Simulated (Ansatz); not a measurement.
Results of r²SCAN in Ansatz (PAW) for bcc W.

Run with plane-wave cutoff 600 eV, 16×16×16 k mesh, Fermi–Dirac smearing 0.1 eV, finite displacements, force constants from a 4×4×4 q mesh, no spin polarisation, scalar-relativistic PAW data made under PBE.

Computed at the level's own relaxed cell. Harmonic vibrational thermodynamics at fixed volume:

| T (K) | S_vib (J/K per mol of atoms) | C_V (J/K per mol of atoms) | F_vib (eV/atom) |
|---|---|---|---|
| 0 | 0.00 | 0.00 | 0.0304 |
| 100 | [?] | [?] | [?] |
| 200 | [?] | [?] | [?] |
| 300 | [?] | [?] | [?] |
| 400 | [?] | [?] | [?] |
| 800 | [?] | [?] | [?] |
| 900 | [?] | [?] | [?] |

Task: What belongs in the gaps?

Result: 
- 100, S_vib (J/K per mol of atoms): 9.56
- 100, C_V (J/K per mol of atoms): 16.01
- 100, F_vib (eV/atom): 0.0272
- 200, S_vib (J/K per mol of atoms): 23.12
- 200, C_V (J/K per mol of atoms): 22.17
- 200, F_vib (eV/atom): 0.0098
- 300, S_vib (J/K per mol of atoms): 32.44
- 300, C_V (J/K per mol of atoms): 23.65
- 300, F_vib (eV/atom): -0.0192
- 400, S_vib (J/K per mol of atoms): 39.33
- 400, C_V (J/K per mol of atoms): 24.21
- 400, F_vib (eV/atom): -0.0566
- 800, S_vib (J/K per mol of atoms): 56.35
- 800, C_V (J/K per mol of atoms): 24.76
- 800, F_vib (eV/atom): -0.2588
- 900, S_vib (J/K per mol of atoms): 59.26
- 900, C_V (J/K per mol of atoms): 24.79
- 900, F_vib (eV/atom): -0.3188

The crystal is taken as a harmonic solid at every temperature: melting, phase changes and thermal expansion are not seen, nor the electrons' share in a metal.

Ansatz is a quantum-chemistry and plane-wave program.
